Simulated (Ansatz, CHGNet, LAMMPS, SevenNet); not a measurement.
fcc Pd: properties by level of theory

Reference values: elastic constant C11 234 GPa (measured, 0 K, extrapolated to 0 K; zero-point effects included; as tabulated in Malica and Corso (2021), arXiv:2109.00459); elastic constant C44 71.2 GPa (measured, 0 K, extrapolated to 0 K; zero-point effects included; as tabulated in Malica and Corso (2021), arXiv:2109.00459).

| level (code) | elastic constant C11 (GPa) | elastic constant C44 (GPa) |
|---|---|---|
| EAM u3 (LAMMPS) | 218 | 64.9 |
| Morse jacobson2022 (LAMMPS) | 244 | 160 |
| CHGNet 0.3.0 | 171 | 47.0 |
| SevenNet-0 | 193 | 72.9 |
| SevenNet-l3i5 | 204 | 80.6 |
| PBEsol (Ansatz) | 243 | 74.3 |

Differences from the reference values (errors of the level alone only where the reference is corrected to a static lattice):

| level | elastic constant C11 (%) | elastic constant C44 (%) |
|---|---|---|
| EAM u3 | -6.8 | -8.8 |
| Morse jacobson2022 | +4.3 | +125 |
| CHGNet 0.3.0 | -27 | -34 |
| SevenNet-0 | -17.5 | +2.4 |
| SevenNet-l3i5 | -12.8 | +13.2 |
| PBEsol | +3.8 | +4.4 |

Nearest: elastic constant C11, PBEsol or Morse jacobson2022 or EAM u3; elastic constant C44, SevenNet-0 or PBEsol or EAM u3.

Empirical potentials (EAM u3, Morse jacobson2022) are fitted to chosen data: where that held the value shown, agreement is built in, and what lay outside the fit can be far off. Machine-learned potentials (CHGNet 0.3.0, SevenNet-0, SevenNet-l3i5) are trained on DFT data: a solid inside that data is no test of them.

Ansatz's density-functional and Hartree–Fock values are scalar-relativistic unless marked +SOC, with PAW data made under PBE.

Unless a cell is named, each level is at its own relaxed cell (EAM u3 14.72, Morse jacobson2022 14.61, CHGNet 0.3.0 15.44, SevenNet-0 15.47, SevenNet-l3i5 15.46, PBEsol 14.55 Å³/atom).

Differences are worked out from the printed values.

Ansatz is a program for electronic structure.
